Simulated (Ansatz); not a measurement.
# H3NSSi: one structure at several levels

The task here is to estimate one member of a computed series from the others.

Computed with Ansatz 0.2.0, Gaussian basis. Level: single points in def2-TZVPP.

Correlated methods freeze the cores.

### The system as given

SMILES `N[SiH]=S`, 6 atoms, charge 0, spin multiplicity 1.

Atoms are counted from 1 here; the program's logs count them from 0.

Bond lengths: N1–Si2 1.724 Å, N1–H4 1.004 Å, N1–H5 1.023 Å, Si2–S3 1.969 Å, Si2–H6 1.536 Å. Angles: Si2–N1–H4 122.1°, Si2–N1–H5 126.3°, H4–N1–H5 111.6°, N1–Si2–S3 124.3°, N1–Si2–H6 105.3°, S3–Si2–H6 130.3°.

As a file:

```tsv
atom	x (Å)	y (Å)	z (Å)
N1	-0.6254	0.3622	-0.5818
Si2	0.5358	-0.2582	0.5314
S3	1.2214	-2.1041	0.5069
H4	-0.9032	1.3265	-0.5801
H5	-1.0800	-0.1592	-1.3360
H6	0.9118	0.9292	1.4304
```

The first run:

File run/in.yaml:

```yaml
crystal:
  periodic: [false, false, false]
  atoms:
    - {symbol: N, position_ang: [-0.625389, 0.362162, -0.581816]}
    - {symbol: Si, position_ang: [0.535837, -0.258242, 0.531433]}
    - {symbol: S, position_ang: [1.221439, -2.104128, 0.506923]}
    - {symbol: H, position_ang: [-0.903214, 1.326475, -0.580088]}
    - {symbol: H, position_ang: [-1.079977, -0.159150, -1.336035]}
    - {symbol: H, position_ang: [0.911768, 0.929163, 1.430361]}
basis:
  gaussian: {orbitals: def2-TZVPP}
hamiltonian: {xc: pbe, dispersion: d4}
output: {forces: true}
```

Command:

```
$ ansatz run in.yaml --threads 2 --pin off --events-out ev --progress --plain --max-ram 3481MiB
```

Among the steps run: PBE-D4/def2-TZVPP; r2SCAN-D4/def2-TZVPP; PBE0-D4/def2-TZVPP; wB97M-V/def2-TZVPP; CCSD(T)/def2-TZVPP.

One of the session's tables, all rows but one given; the rest of the session is left out.

| method | RMS force component (eV/Å) | angle to CCSD(T) forces (°) | dipole (D) |
| --- | --- | --- | --- |
| PBE-D4 | 0.348 | 20.7 | 4.21 |
| r2SCAN-D4 | 0.428 | 8.5 | 4.38 |
| PBE0-D4 | 0.457 | 11.7 | 4.39 |
| wB97M-V | ? | ? | ? |
| CCSD(T) | 0.421 | reference | 4.25 |

Estimate the missing values for wB97M-V.

As computed: RMS force component (eV/Å): 0.477; angle to CCSD(T) forces (°): 11.5; dipole (D): 4.41. In the column «RMS force component (eV/Å)» it is the highest.

To keep in mind: CCSD(T) in triple zeta still lacks some correlation energy of the bonds, so part of these gaps is its own basis error and they don't rank the functionals.
